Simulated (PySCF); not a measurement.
Species: C₄H₃ (charge -1).
Bonds: C1–C2 (triple), C2–C3, C3–C4 (double). Hydrogens: H5 on C3; H6, H7 on C4.

Computed geometry: GFN2-xTB, gas phase.

Problem. What internal coordinates does the optimisation give?

Solution. 
```tsv
bond	length (bohr)
C1≡C2	2.350
C2–C3	2.653
C3=C4	2.546
C3–H5	2.087
C4–H6	2.056
C4–H7	2.046
```

A selection of angles:
```tsv
angle	degrees
C1–C2–C3	178.0
C2–C3–C4	126.9
C2–C3–H5	116.6
C4–C3–H5	116.6
C3–C4–H6	122.6
C3–C4–H7	121.7
H6–C4–H7	115.7
```

The C–C distances run from 1.243 Å (C1≡C2, drawn triple) to 1.404 Å (C2–C3, drawn single), a spread of 0.161 Å. C3 (alkene CH carbon) is planar (angles 126.9°, 116.6° and 116.6°, sum 360.0°, 0.00 Å off the plane of its three neighbours). C4 (terminal =CH2 carbon) is planar (angles 122.6°, 121.7° and 115.7°, sum 360.0°, 0.00 Å off the plane of its three neighbours). The 4 heavy atoms lie in one plane (0.000 Å rms).

Point group: Cs (tolerance 0.08 Å). GFN2-xTB frequencies: not computed here.
